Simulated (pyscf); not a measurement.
Homolytic dissociation enthalpies at 298 K of O–Si bonds in 8 gas-phase molecules, in eV. Optimised with ωB97X-D3(BJ)/def2-SVP in PySCF. Both columns use the same structures and thermal terms. Rows were drawn at random from the closed-shell molecules with such a bond whose radicals are computed, keep their shape and have no isomer in the data more than 5 kcal/mol lower.

| row | molecule | radicals | PBE/def2-TZVP | ωB97M-D3(BJ)/def2-TZVP |
|---|---|---|---|---|
| 1 | H₃C–CH(CH₃)–N(SiH₂–OH)–CH(CH₃)–CH₃ | H₃C–CH(CH₃)–N(SiH₂•)–CH(CH₃)–CH₃ + OH• | 5.28 | 5.53 |
| 2 | H₃Si–SiH₂–O–Si(Cl)(Cl)–Cl | •H₂Si–SiH₃ + •O–Si(Cl)(Cl)–Cl | 5.04 | 5.54 |
| 3 | HO–Si(OH)(OH)–O–SiH₂–I | •O–Si(OH)(OH)–OH + •H₂Si–I | 5.23 | 5.71 |
| 4 | H₃C–Al(OH)–O–Al(OH)–O–SiH₃ | H₃C–Al(OH)–O–Al(O•)–OH + SiH₃• | 5.43 | 5.70 |
| 5 | H₃C–Si(CH₃)(CH₃)–O–SiH₃ | H₃C–Si(CH₃)(CH₃)–O• + SiH₃• | 5.09 | 5.52 |
| 6 | H₂N–Si(NH₂)(OH)–I | H₂N–Si•(NH₂)–I + OH• | 5.39 | 5.67 |
| 7 | HO–Si(OH)(OH)–O–SiH₂–Cl | •O–Si(OH)(OH)–OH + •H₂Si–Cl | 5.38 | 5.86 |
| 8 | HO–Si(OH)(F)–O–Si(Cl)(Cl)–Cl | HO–Si•(OH)–F + •O–Si(Cl)(Cl)–Cl | 5.73 | ? |

Question: Fit a line that carries the PBE values to the last column and predict row 8.

Answer: In the 7 complete rows the last column lies 0.25 to 0.50 eV from PBE (mean 0.38, median 0.43). Least squares gives y = 2.65 + 0.57·x with residuals of 0.08 eV (root mean square). For row 8: 2.65 + 0.57 × 5.73 = 5.92 eV, an extrapolation. The computed value is 6.35 eV, 0.43 over the line. Left out: the spin-orbit lowering of OH. Elements past Kr carry the def2 core potentials, without spin-orbit coupling.
